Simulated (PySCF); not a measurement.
Molecule: C₄H₅, charge 0, multiplicity 2. It need not be the lowest isomer of its formula. SMILES: [CH]=C1CC1
Geometry from a B3LYP-D3(BJ)/def2-TZVP (Ansatz) optimisation:
```
C
C 1 1.2816
H 2 1.0768 1 139.61
C 1 1.4761 2 149.30 3 -180.00
H 4 1.0838 1 117.61 2 71.91
H 4 1.0838 5 114.77 1 144.82
C 1 1.4956 2 149.37 3 0.00
H 7 1.0832 1 117.41 2 -71.92
H 7 1.0832 8 115.11 1 -144.65
```
Charge 0, spin multiplicity 2.

Dispersion corrections to the total energy (kcal/mol) from the dftd3 and dftd4 libraries through PySCF: D3(BJ) without and D4 with the three-body term, each with the damping fitted for the functional named.

| functional | D3(BJ) | D4 |
|---|---|---|
| HF | ? | -12.79 |
| B2GP-PLYP | -1.93 | -1.31 |
| r2SCAN | -0.92 | -0.78 |
| BHLYP | -4.49 | -3.52 |
| BP86 | -5.19 | ? |
| B2PLYP | ? | -2.22 |
| TPSSh | -3.88 | -3.93 |

### Question
What belongs in the gaps?

### Answer

- HF, D3(BJ): -29.96
- BP86, D4: -4.12
- B2PLYP, D3(BJ): -2.64
